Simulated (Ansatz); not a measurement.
Consider the homolysis of the B–N bond: `BNC` → `[BH2]`• + `C[NH]`•.

Gas-phase electronic energies from Ansatz, PBE0-D4/def2-TZVP geometries. CCSD(T)/CBS adds triple-zeta CCSD(T) − MP2 to the extrapolated MP2 energy (def2 sets, frozen cores). This one scheme is used for every species. DFT in def2-TZVPP. HSE06 is defined as in plane-wave codes. Open shells (•) are unrestricted, without spin–orbit coupling.

```
             level  ΔE (kcal/mol)
            B97M-V          141.4
           ωB97M-V          145.4
            revPBE          134.9
             HSE06          140.6
         CAM-B3LYP          141.3
RPA@PBE/def2-TZVPP          136.1
  CCSD(T)/def2-SVP          143.5
      HF/CBS(def2)          108.4
```

What does CCSD(T)/CBS give? (Best estimate.)

Ansatz gave: +144.4 kcal/mol. The listed levels differ from it by -3.0, 1.0, -9.5, -3.8, -3.1, -8.3, -0.9, -36.0 kcal/mol.

Largest T1 diagnostic among the species: 0.013.

At CCSD(T), def2-SVP lies −0.9 kcal/mol from the extrapolated value and def2-TZVPP −2.8 kcal/mol. From PBE to PBE0 (25 % exact exchange), in def2-TZVPP and without D4, ΔE moves by −1.6 kcal/mol: exact exchange takes away binding that semilocal exchange gives to molecules.
